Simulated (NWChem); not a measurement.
**triplet SiH3F: levels of theory compared**

We compute a comparison of 6 runs (U-wB97X/def2-TZVPP, UB2PLYP/def2-TZVPP, UB3LYP/def2-TZVPP, UBHLYP/def2-TZVPP, UCAM-B3LYP/def2-TZVPP, UM06-2X/def2-TZVPP) of triplet SiH3F. 

The calculation is run with NWChem 7.3.0.

**1. The structure to begin with**

SiH3F has 5 atoms, charge 0, and is taken as a triplet. SMILES of the parent species: `F[SiH3]`. Geometry: relaxed at PBE0-D4/def2-TZVP. That shape belongs to the parent species and isn't relaxed for this state.

Bond lengths: F1–Si2 1.600 Å, Si2–H3 1.482 Å, Si2–H4 1.482 Å, Si2–H5 1.482 Å. Angles: F1–Si2–H3 108.3°, F1–Si2–H4 108.3°, F1–Si2–H5 108.3°, H3–Si2–H4 110.6°, H3–Si2–H5 110.6°, H4–Si2–H5 110.6°.

**2. A single-point energy at U-wB97X/def2-TZVPP (run 1)**

The input, run.nw:

```
start run
title "FH3Si"
memory 2200 mb
geometry units angstrom noautosym nocenter noautoz
  F     -1.274600     0.162800     0.858000
  Si     0.043300    -0.019300    -0.030700
  H     -0.367800    -0.192600    -1.443700
  H      0.768600    -1.217900     0.451600
  H      0.880500     1.193400     0.123400
end
basis spherical bse
  * library def2-TZVPP
end
dft
  xc wb97x
  mult 3
  grid fine
  convergence energy 1e-08
  maxiter 100
  mulliken
end
task dft energy
```

Command:

```bash
$ nwchem run.nw > run.out
```

Standard output:

```text
[...]
          Wavefunction type:  spin polarized.
          No. of atoms     :     5
          No. of electrons :    26
[...]
          Charge           :     0
          Spin multiplicity:     3
[...]
          AO basis - number of functions:   115
[...]
              XC Information
              --------------
                       wb97x  Method XC Functional
                     Hartree-Fock (Exact) Exchange  1.000
                         wb97x Exchange Functional  1.000
                      wb97x Correlation Functional  1.000
[...]
 d= 0,ls=0.0,diis     1   -390.8334136828 -4.54D+02  6.37D-03  2.10D-01     5.9
[...]
 d= 0,ls=0.0,diis    28   -390.9232314152 -4.47D-10  4.39D-07  1.21D-10   180.9
[...]
         Total DFT energy =     -390.923231415241
      One electron energy =     -667.125573001457
           Coulomb energy =      245.553076044499
    Exchange-Corr. energy =      -32.393546248892
 Nuclear repulsion energy =       63.042811790608
[...]
      Total Density - Mulliken Population Analysis
     ---------------------------------------------
    Atom       Charge   Shell Charges
 -----------   ------   -------------------------------------------------------
    1 F    9     9.22   0.78  1.19  0.62  0.97  0.33  2.27  2.12  0.94  0.00  0.01  0.00
    2 Si  14    14.11   2.00  0.57  1.39  0.86  0.37  4.13  1.68  0.61  1.13  0.73  0.01  0.23  0.32  0.06
    3 H    1     0.79   0.20  0.44  0.11  0.00  0.03  0.00
    4 H    1     0.94   0.23  0.48  0.21  0.00  0.02  0.00
    5 H    1     0.94   0.23  0.48  0.21  0.00  0.02  0.00
[...]
      <S2> =      2.0064 (Exact =     2.0000)
[...]
```

Run time: 3 min. Hardware: 1 thread of Intel Xeon 6975P-C (Granite Rapids), shared host; peak memory 0.11 GiB.

**3. The energy at UB2PLYP/def2-TZVPP (run 2)**

The input, test.xyz:

```xyz
5
FH3Si
F     -1.274600     0.162800     0.858000
Si     0.043300    -0.019300    -0.030700
H     -0.367800    -0.192600    -1.443700
H      0.768600    -1.217900     0.451600
H      0.880500     1.193400     0.123400
```

The input, test.nw:

```
start test
title "FH3Si"
memory 2200 mb
geometry noautosym nocenter noautoz
  load test.xyz
end
basis spherical bse
  F library def2-TZVPP
  Si library def2-TZVPP
  H library def2-TZVPP
end
dft
  xc hfexch 0.53 becke88 0.47 lyp 0.73 mp2 0.27
  dftmp2 semidirect
  mult 3
  grid fine
  convergence energy 1e-08
  maxiter 100
  mulliken
  noprint "final vectors analysis"
end
mp2
  freeze core 6
end
task dft energy
```

Command:

```bash
$ nwchem test.nw > test.out
```

Standard output:

```text
[...]
          Wavefunction type:  spin polarized.
          No. of atoms     :     5
          No. of electrons :    26
[...]
          Charge           :     0
          Spin multiplicity:     3
[...]
          AO basis - number of functions:   115
[...]
              XC Information
              --------------
                     Hartree-Fock (Exact) Exchange  0.530
                    Becke 1988 Exchange Functional  0.470
              Lee-Yang-Parr Correlation Functional  0.730
[...]
 d= 0,ls=0.0,diis     1   -390.5760252539 -4.54D+02  7.13D-03  1.55D-01     2.3
[...]
 d= 0,ls=0.0,diis    41   -390.6537193426 -5.03D-09  1.31D-06  2.14D-09    78.4
[...]
         Total DFT energy =     -390.653719342555
      One electron energy =     -667.057178540183
           Coulomb energy =      245.513411738422
    Exchange-Corr. energy =      -32.152764331402
 Nuclear repulsion energy =       63.042811790608
[...]
      Total Density - Mulliken Population Analysis
     ---------------------------------------------
    Atom       Charge   Shell Charges
 -----------   ------   -------------------------------------------------------
    1 F    9     9.28   0.77  1.20  0.61  0.99  0.32  2.26  2.18  0.95  0.00  0.01  0.00
    2 Si  14    13.93   2.00  0.58  1.39  0.86  0.28  4.13  1.70  0.58  1.05  0.76  0.01  0.23  0.31  0.06
    3 H    1     0.80   0.20  0.45  0.11  0.00  0.04  0.00
    4 H    1     0.99   0.23  0.51  0.23  0.00  0.02  0.00
    5 H    1     0.99   0.23  0.51  0.23  0.00  0.02  0.00
[...]
      <S2> =      2.0093 (Exact =     2.0000)
[...]
  Basis functions       =    115
[...]
```

Run time: 84 s. Hardware: 1 thread of Intel Xeon 6975P-C (Granite Rapids), shared host; peak memory 0.31 GiB.

Runs 3 to 4 aren't shown in full; the table further down has their settings and results.

**4. The energy at UCAM-B3LYP/def2-TZVPP (run 5)**

The input, fh3si.nw:

```
start fh3si
title "FH3Si"
memory stack 880 mb heap 220 mb global 1100 mb
geometry noautosym nocenter noautoz
  F       -1.274600       0.162800       0.858000
  Si       0.043300      -0.019300      -0.030700
  H       -0.367800      -0.192600      -1.443700
  H        0.768600      -1.217900       0.451600
  H        0.880500       1.193400       0.123400
end
basis spherical bse
  * library def2-TZVPP
end
dft
  xc xcamb88 1.00 lyp 0.81 vwn_5 0.19 hfexch 1.00
  cam 0.33 cam_alpha 0.19 cam_beta 0.46
  mult 3
  grid fine
  convergence energy 1e-08
  direct
  maxiter 100
  mulliken
end
task dft energy
```

Command:

```bash
$ nwchem fh3si.nw > fh3si.out
```

Standard output:

```text
[...]
          Wavefunction type:  spin polarized.
          No. of atoms     :     5
          No. of electrons :    26
[...]
          Charge           :     0
          Spin multiplicity:     3
[...]
          AO basis - number of functions:   115
[...]
              XC Information
              --------------
                     Hartree-Fock (Exact) Exchange  1.000
                   CAM-Becke88 Exchange Functional  1.000
                      VWN V Correlation Functional  0.190 local
              Lee-Yang-Parr Correlation Functional  0.810
[...]
 d= 0,ls=0.0,diis     1   -390.8546528406 -4.54D+02  6.91D-03  2.24D-01     5.8
[...]
 d= 0,ls=0.0,diis    26   -390.9436148714 -4.33D-09  1.45D-06  1.76D-08   159.1
[...]
         Total DFT energy =     -390.943614871412
      One electron energy =     -667.057446202265
           Coulomb energy =      245.476369021459
    Exchange-Corr. energy =      -32.405349481214
 Nuclear repulsion energy =       63.042811790608
[...]
      Total Density - Mulliken Population Analysis
     ---------------------------------------------
    Atom       Charge   Shell Charges
 -----------   ------   -------------------------------------------------------
    1 F    9     9.21   0.77  1.20  0.63  0.97  0.32  2.28  2.09  0.96  0.00  0.01  0.00
    2 Si  14    14.05   2.00  0.57  1.39  0.89  0.31  4.13  1.68  0.62  1.08  0.77  0.01  0.23  0.29  0.06
    3 H    1     0.81   0.20  0.44  0.13  0.00  0.03  0.00
    4 H    1     0.97   0.23  0.49  0.23  0.00  0.02  0.00
    5 H    1     0.97   0.23  0.49  0.23  0.00  0.02  0.00
[...]
      <S2> =      2.0066 (Exact =     2.0000)
[...]
```

It took 2.7 min on 1 thread of Intel Xeon 6975P-C (Granite Rapids), shared host; peak memory 0.11 GiB.

**5. A single-point energy at UM06-2X/def2-TZVPP (run 6)**

The input, m1.nw:

```
start m1
title "FH3Si energy"
memory 2200 mb
charge 0

geometry units angstrom noautosym nocenter noautoz
  F       -1.274600       0.162800       0.858000
  Si       0.043300      -0.019300      -0.030700
  H       -0.367800      -0.192600      -1.443700
  H        0.768600      -1.217900       0.451600
  H        0.880500       1.193400       0.123400
end

basis spherical bse
  * library def2-TZVPP
end

dft
  xc m06-2x
  mult 3
  grid fine
  convergence energy 1e-08
  iterations 100
  mulliken
  noprint "final vectors analysis"
end

task dft energy
```

Command:

```bash
$ nwchem m1.nw > m1.out
```

Standard output:

```text
[...]
          Wavefunction type:  spin polarized.
          No. of atoms     :     5
          No. of electrons :    26
[...]
          Charge           :     0
          Spin multiplicity:     3
[...]
          AO basis - number of functions:   115
[...]
              XC Information
              --------------
                       M06-2X Method XC Functional
                     Hartree-Fock (Exact) Exchange  0.540
                        M06-2X Exchange Functional  1.000
                      M06-2X Correlation Potential  1.000
[...]
 d= 0,ls=0.0,diis     1   -390.8109488044 -4.54D+02  6.57D-03  1.95D-01     2.9
[...]
 d= 0,ls=0.0,diis    25   -390.8914826588 -9.07D-09  1.54D-06  1.52D-09    60.1
[...]
         Total DFT energy =     -390.891482658801
      One electron energy =     -667.051436183852
           Coulomb energy =      245.480357667384
    Exchange-Corr. energy =      -32.363215932941
 Nuclear repulsion energy =       63.042811790608
[...]
      Total Density - Mulliken Population Analysis
     ---------------------------------------------
    Atom       Charge   Shell Charges
 -----------   ------   -------------------------------------------------------
    1 F    9     9.23   0.77  1.20  0.62  0.96  0.33  2.25  2.15  0.94  0.00  0.01  0.00
    2 Si  14    14.09   2.00  0.57  1.40  0.88  0.34  4.13  1.68  0.60  1.07  0.79  0.01  0.23  0.31  0.07
    3 H    1     0.79   0.20  0.43  0.12  0.00  0.03  0.00
    4 H    1     0.94   0.23  0.49  0.20  0.00  0.02  0.00
    5 H    1     0.94   0.23  0.49  0.20  0.00  0.02  0.00
[...]
      <S2> =      2.0057 (Exact =     2.0000)
[...]
```

Run time: 61 s. Hardware: 1 thread of Intel Xeon 6975P-C (Granite Rapids), shared host; peak memory 0.11 GiB.

**6. All runs side by side**

```
run                  level  frozen core orbitals  energy (Eh)  dipole moment (D)  HOMO energy (eV)   ⟨S²⟩  wall time
  1     U-wB97X/def2-TZVPP                     –  -390.923231               1.36             -4.61  2.006      3 min
  2     UB2PLYP/def2-TZVPP                     6  -390.781785               1.68                 –  2.009       84 s
  3      UB3LYP/def2-TZVPP                     –  -390.992946               1.28             -2.56  2.005    2.8 min
  4      UBHLYP/def2-TZVPP                     –  -390.915539               1.63             -3.36  2.009       56 s
  5  UCAM-B3LYP/def2-TZVPP                     –  -390.943615               1.44             -3.79  2.007    2.7 min
  6     UM06-2X/def2-TZVPP                     –  -390.891483               1.61                 –  2.006       61 s
```

**7. Summary of results**

```
            quantity          value
 run 6: total energy  -390.89148 Eh
run 6: dipole moment         1.61 D
         run 6: ⟨S²⟩          2.006
```

The dipole moment (its size) runs from 1.28 D (UB3LYP/def2-TZVPP) to 1.68 D (UB2PLYP/def2-TZVPP). A double hybrid's value is that of its SCF part. Totals of different functionals can't be ranked against each other. All runs together took 12 min, the longest 3 min.
